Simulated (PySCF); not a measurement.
Malonic acid, C₃H₄O₄.
Structure used (PBE0-D3(BJ)/def2-SVP), in Å, numbered top down from 1:
```xyz
11
C3H4O4 angstrom
O     -1.4070    1.2553    0.4630
C     -1.2293    0.2173   -0.1105
O     -2.2226   -0.5748   -0.5268
C      0.1202   -0.3340   -0.5008
C      1.1642   -0.0355    0.5466
O      1.0604   -0.3159    1.7078
O      2.2450    0.5513    0.0234
H     -3.0501   -0.1340   -0.2767
H      0.4055    0.1067   -1.4673
H      0.0540   -1.4232   -0.6335
H      2.8669    0.6878    0.7557
```

Level of theory: PBE0-D3(BJ)/def2-SVP geometry optimisation, gas phase (PySCF).

Masses are those of the commonest isotopes; rigid-rotor values at the optimised geometry. The values belong to one conformer with, in the numbering `[O:1]=[C:2]([OH:3])[CH2:4][C:5](=[O:6])[OH:7]`, O1–C2–O3–H 0°, O1–C2–C4–C5 37°, C2–C4–C5–O6 54°, C4–C5–O7–H -179°.

Question: What are A, B and C (MHz)?

Answer: Ia = 86.99, Ib = 311.18, Ic = 322.55 u·Å²; 505379 MHz·u·Å²/I gives A = 5809, B = 1624, C = 1567 MHz.

Question: Classify the top.

Answer: A near-prolate asymmetric top; Ray's κ = -0.973.

Question: Is it planar, by Δ = Ic − Ia − Ib?

Answer: Not planar: Δ = Ic − Ia − Ib = -75.63 u·Å². For a rigid frame Δ = −2 Σ m c², so Σ m c² = 37.82 u·Å² lies off the ab plane: 1.92 from hydrogen and 35.90 from heavier atoms. The atom farthest from that plane is 1.03 Å away.

Question: Give the other two planar moments, Paa and Pbb, and the rms extents of the mass along the axes.

Answer: Paa = Σ m a² = (Ib + Ic − Ia)/2 = 273.37 and Pbb = Σ m b² = (Ia + Ic − Ib)/2 = 49.18 u·Å². With the mass M = 104.01 u, the rms extents √(P/M) along a, b and c are 1.62, 0.69, 0.60 Å.

Question: Which lines would a microwave search look for?

Answer: The dipole components are |μa| = 0.24 D, |μb| = 2.27 D, |μc| = 0.17 D. The squared components, which scale the intensities, stand as 0.01 : 1.00 : 0.01 (a : b : c). Some lines, for components of 0.1 D or more:

```
type  branch         J(Ka,Kc)    MHz  lower level (cm⁻¹)
   a       R  1(0,1) ← 0(0,0)   3191               0.000
   c       Q  3(1,3) ← 3(0,3)   4045               0.639
   c       Q  2(1,2) ← 2(0,2)   4129               0.319
   c       Q  1(1,1) ← 1(0,1)   4185               0.106
   b       Q  1(1,0) ← 1(0,1)   4243               0.106
   b       Q  2(1,1) ← 2(0,2)   4300               0.319
   b       Q  3(1,2) ← 3(0,3)   4388               0.639
   a       R  3(1,2) ← 2(1,1)   9658               0.463
   c       Q  2(2,1) ← 2(1,1)  12556               0.463
   b       R  3(1,3) ← 2(0,2)  13615               0.319
   b       R  3(2,2) ← 2(1,1)  22129               0.463
   b       R  3(2,1) ← 2(1,2)  22303               0.457
   c       R  3(3,0) ← 2(2,0)  30643               0.882
```

No PBE0-D3(BJ)/def2-SVP frequencies stand behind this structure, so it isn't proved a minimum. These are rigid-rotor constants of the computed structure; measured ground-state constants (B0) also hold zero-point vibration.
